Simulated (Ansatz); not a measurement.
Two isomers of C4H9N: A = `CC1CCN1`, B = `C=CNCC`.

Calculated with Ansatz (gas phase, PBE0-D4/def2-TZVP geometries, no zero-point term in ΔE). CCSD(T)/CBS adds triple-zeta CCSD(T) − MP2 to the extrapolated MP2 energy (def2 sets, frozen cores). Functionals use def2-TZVPP. B3LYP here is the variant with VWN-RPA as its local correlation; programs differ in this. Each species was taken in one conformer, which may not be the lowest.

Problem. Which isomer does CCSD(T)/CBS put lower? Give the gap. (An estimate is asked.)

Solution. Computed: B, by 25.6 kJ/mol.

Problem. Give E(B) − E(A) in kJ/mol with CCSD/def2-TZVPP, ωB97M-V, B3LYP-D4, PBE0-D4, PBE-D4, B3LYP, HF/def2-TZVPP. (An estimate is asked.)

Solution. Computed: CCSD/def2-TZVPP -22.0, ωB97M-V -23.6, B3LYP-D4 -44.1, PBE0-D4 -21.3, PBE-D4 -31.3, B3LYP -47.6, HF/def2-TZVPP -40.1. None reverses the order clearly.

Largest T1 diagnostic: 0.011.

The D4 term adds +3.5 kJ/mol with B3LYP and +1.6 kJ/mol with PBE0; it sums over pairs of atoms, weighted by their polarisabilities, and B3LYP, whose exchange is more repulsive, gets the larger term. From PBE to PBE0 (25 % exact exchange), in def2-TZVPP and without D4, E(B) − E(A) moves by +10.5 kJ/mol.
